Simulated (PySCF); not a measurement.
For diamond, PBE (PySCF, GTH pseudopotentials, Gaussian basis) gives:

```
Quantity                              Result
------------------------------  ------------
equilibrium lattice constant a       3.572 Å
bulk modulus                         435 GPa
cohesive energy                 7.72 eV/atom
band gap at the measured cell        4.15 eV
```

Q: What does Hartree–Fock (PySCF, GTH pseudopotentials, Gaussian basis) give for the same quantities?

A: 
- lattice constant a: 3.550 Å (shrinks by 0.6 %)
- bulk modulus: 501 GPa (goes up by 15 %)
- cohesive energy: 5.36 eV/atom (drops by 2.36 eV/atom)
- band gap at the measured cell: 12.45 eV (grows by 8.30 eV)

For comparison: lattice constant a 3.553 Å (measured, static lattice: zero-point anharmonic expansion removed, our sources range from 3.543 to 3.555; as tabulated in Mejia-Rodriguez and Trickey (2018), arXiv:1807.09216); bulk modulus 455 GPa (measured, 0 K value with the zero-point phonon effect removed; as tabulated in Mejia-Rodriguez and Trickey (2018), arXiv:1807.09216); cohesive energy 7.55 eV/atom (measured, static lattice: zero-point vibration energy added; as tabulated in Mejia-Rodriguez and Trickey (2018), arXiv:1807.09216); band gap 5.48 eV (measured, low temperature, zero-point motion not removed; as tabulated in arXiv:1206.3780).

Changes are worked out from the printed values.

Unless a cell is named, each level is at its own relaxed cell (PBE 5.70, Hartree–Fock 5.59 Å³/atom).

Density-functional gaps are differences of (generalised) Kohn–Sham levels.
